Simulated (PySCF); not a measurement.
# H2N, SMILES `[NH2]` (charge 0, multiplicity 2)

Computed with TPSSh-D3(BJ)/def2-TZVP // r2SCAN-D4/def2-SVP (PySCF 2.14.0).

The highest occupied spin orbital is -7.94 eV. The dipole moment is 1.94 D. The total energy comes out as -1521.23 eV and the cost comes out as about 110 core-seconds (a rough figure).

Bonds (Å): N1–H2 1.036, N1–H3 1.036. Bond angles (°): H2–N1–H3 100.9.
Charge 0, spin multiplicity 2.
